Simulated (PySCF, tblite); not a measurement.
Isomers of C4H9O2 (doublet state), one GFN2-xTB conformer each. Single-point energies are computed at B3LYP/pcH-1 (PySCF, gas phase, no added dispersion term), electronic only. GFN2-xTB treats the open shell by occupation alone, and not every SCF solution was tested for stability.

| SMILES | GFN2-xTB relative energy (kcal/mol) |
| --- | --- |
| [CH2][C@@H](O)COC | 8.0 |
| [CH2]O[C@H](C)CO | 0.0 |

Conformers: `[CH2:1][C@@H:2]([OH:3])[CH2:4][O:5][CH3:6]` (doublet state) with H–C1–C2–O3 166° and -23°, C1–C2–O3–H 38°, C1–C2–C4–O5 153°, C2–C4–O5–C6 70°; `[CH2:1][O:2][C@H:3]([CH3:4])[CH2:5][OH:6]` (doublet state) with H–C1–O2–C3 3° and 165°, C1–O2–C3–C4 -81°, O2–C3–C5–O6 60°, C3–C5–O6–H -52°.

Problem. What does B3LYP/pcH-1 give for the same structures?

Solution. 
```
           SMILES  B3LYP/pcH-1 E (Eh)  B3LYP/pcH-1 (kcal/mol)  GFN2-xTB (kcal/mol)  point group
 [CH2]O[C@H](C)CO          -308.24001                     0.0                  0.0           C1
[CH2][C@@H](O)COC          -308.22236                    11.1                  8.0           C1
```

Both levels put the same isomer lowest. 

Problem. What happens when harmonic zero-point energies from GFN2-xTB frequencies are added?

Solution. 
| SMILES | ZPE (kcal/mol) | electronic (kcal/mol) | with ZPE (kcal/mol) |
| --- | --- | --- | --- |
| [CH2]O[C@H](C)CO | 77.1 | 0.0 | 0.0 |
| [CH2][C@@H](O)COC | 76.5 | 11.1 | 10.5 |

The zero-point energies span 0.6 kcal/mol. The order is unchanged.
